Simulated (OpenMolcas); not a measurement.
**SiH4S (Si(SH)H3): methods side by side**

SiH4S: 6 atoms, total charge 0, spin state singlet. SMILES: `[H][Si]([H])([H])S`. The shape is that of a GFN2-xTB optimisation.

```jsonl
{"atom": "Si", "x (Å)": "0.2012", "y (Å)": "-0.0145", "z (Å)": "-0.5446"}
{"atom": "S", "x (Å)": "0.2537", "y (Å)": "0.0198", "z (Å)": "1.6015"}
{"atom": "H", "x (Å)": "-1.0568", "y (Å)": "0.0599", "z (Å)": "1.7952"}
{"atom": "H", "x (Å)": "1.6060", "y (Å)": "-0.0207", "z (Å)": "-0.9100"}
{"atom": "H", "x (Å)": "-0.5032", "y (Å)": "1.1806", "z (Å)": "-0.9902"}
{"atom": "H", "x (Å)": "-0.5009", "y (Å)": "-1.2251", "z (Å)": "-0.9520"}
```

Each level gives the energy change with the Si1–H4 bond stretched from 1.452 to 3.629 Å (eV). The values are calculated.

```csv
level,kind,program,value (eV),less FCI/STO-3G,CPU time (all runs)
HF/STO-3G (restricted),Hartree–Fock,OpenMolcas,10.11,+5.14,3.2 s
PBE/STO-3G (restricted),GGA,OpenMolcas,7.98,+3.01,20 s
M06-2X/STO-3G (restricted),hybrid meta-GGA,OpenMolcas,9.52,+4.55,18 s
B2PLYP/STO-3G (restricted),double hybrid,OpenMolcas,6.87,+1.90,14 s
MP2/STO-3G (restricted),perturbation theory,OpenMolcas,6.46,+1.49,3.3 s
"CASPT2(2,2)/STO-3G",multireference,OpenMolcas,4.94,-0.03,3.5 s
ACPF/STO-3G (restricted),coupled cluster or CI,OpenMolcas,-1.76,-6.73,3.6 s
CISD/STO-3G (restricted),coupled cluster or CI,OpenMolcas,5.88,+0.91,3.6 s
FCI/STO-3G,exact in the basis,OpenMolcas,4.97,0.00,99 s
```

FCI/STO-3G is exact within its basis and frozen core, so for wave-function methods in that basis the difference is their error; functionals converge differently with the basis, so for them it is only a difference. Spin-restricted single references rise too steeply as a bond breaks, Hartree–Fock most of all. Perturbation and coupled-cluster corrections on them can overshoot downwards. The first shape isn't each level's own minimum. The values span -1.76 to 10.11 eV. All rows use very small basis sets, so even the best lies far from the true value. CPU times are rough (shared hosts, several kinds of processor): they show what a rung costs within a factor of a few.
